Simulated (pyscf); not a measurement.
O=Si(OH)–OH + H₂O -> O=Si(OH)–OH + H₂O (four-centre exchange; singlet surface; O–Si, H–O broken, O–Si, H–O formed). Single points on ωB97X-D3(BJ)/def2-SVP structures (PySCF, gas phase). Energies in kcal/mol from the separated reactants.

```tsv
level	barrier	reaction energy
ωB97X-D3(BJ)/def2-TZVP	-3.2	0.0
PBE/def2-TZVP	-4.1	0.0
r²SCAN/def2-TZVP	[?]	0.0
PBE0-D3(BJ)/def2-TZVP	[?]	0.0
M06-2X/def2-TZVP	-5.4	0.0
ωB97M-D3(BJ)/def2-TZVP	-2.9	0.0
```

Problem. Some entries are withheld; supply them.

Solution. 
- r²SCAN/def2-TZVP, barrier: -5.2
- PBE0-D3(BJ)/def2-TZVP, barrier: -5.1

On the reactant side the descent ends in an adduct with a O–Si contact, 20.3 kcal/mol under the separated species and 17.1 kcal/mol under the saddle at ωB97X-D3(BJ)/def2-TZVP. On the product side the descent ends in an adduct with a O–Si contact, 20.3 kcal/mol under the separated species and 17.1 kcal/mol under the saddle at ωB97X-D3(BJ)/def2-TZVP. At ωB97X-D3(BJ), PBE, r²SCAN, PBE0-D3(BJ), M06-2X, ωB97M-D3(BJ) the saddle lies under the separated reactants, which points to a path from their complex (located at ωB97X-D3(BJ) alone). At ωB97X-D3(BJ), PBE, r²SCAN, PBE0-D3(BJ), M06-2X, ωB97M-D3(BJ) the saddle lies under the separated products, which points to a path from their complex (located at ωB97X-D3(BJ) alone). What is counted as formed (O–Si) is already present as a longer contact in the reactant adduct; forming that adduct is a step of its own. What is counted as broken (O–Si) persists as a longer contact in the product adduct; parting that adduct is a step of its own. This is the saddle that the search found; another between the same sides may lie lower.
